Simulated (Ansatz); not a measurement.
# Ge2, triplet in cc-pVTZ: errors against UCCSDT(Q)

Geometry: a PBE0/def2-TZVP stationary point for this spin.

```xyz
2

Ge    0.0000    0.0000    0.0000
Ge    0.0000    0.0000    2.3831
```

Basis cc-pVTZ; Ansatz 0.2.0. Only valence electrons are correlated (noble-gas cores and the filled d shells of p-block atoms frozen), which leaves 8 electrons in 58 orbitals. Prefix R: restricted or restricted open-shell reference; prefix U: unrestricted. Active spaces: valence = (8e, 8o) chosen from the atoms' valence shells. No spin–orbit coupling is included, and no scalar relativity.

Full CI isn't at hand for all of this; UCCSDT(Q) serves as the reference, and is uncertain by about the last step of the cluster series. The frozen core follows each run's orbitals, which can shift R against U totals by a few meV for light atoms and by up to 0.1 eV past Ca.

- UHF ⟨S²⟩: 2.013
- T1 diagnostic (RCCSD): 0.0191
- largest doubles amplitude (RCCSD): 0.093
- T1 diagnostic (UCCSD): 0.0171

Question: From what is known of these methods and the diagnostics, rank them by the size of their error in total energy against UCCSDT(Q) in cc-pVTZ, smallest first (an estimate: the text doesn't fix the numbers).
A. UCCSDT
B. UCCSD
C. UHF
D. UCCSD(T)
E. UMP2

Answer: A (1.9 kJ/mol), D (5.9 kJ/mol), B (31.3 kJ/mol), E (100.4 kJ/mol), C (482.0 kJ/mol).

All errors are against UCCSDT(Q) in cc-pVTZ. Within each family the higher level lies nearer, as is usual though not guaranteed.

Natural occupations of CASSCF (valence space) about the gap: 1.980 1.962 1.954 0.982 0.982 0.049 0.049 0.042; effectively unpaired electrons, Σ n²(2−n)², 2.04.

Atomization energy (electronic, same basis, no zero-point term; atoms at the same level, unrestricted beside the R rows where the molecule is a closed shell, but restricted open-shell past Ca, as are all atoms' steps beyond CCSDT(Q)) at UCCSDT(Q): 259.0 kJ/mol. Errors of other levels:

| level | error (kJ/mol) |
| --- | --- |
| UHF | -109.8 |
| UMP2 | -10.1 |
| UCCSD | -18.1 |
| UCCSD(T) | -3.0 |
| UCCSDT | -1.7 |

This basis is far from its limit, so the value isn't to be set against a measured one.
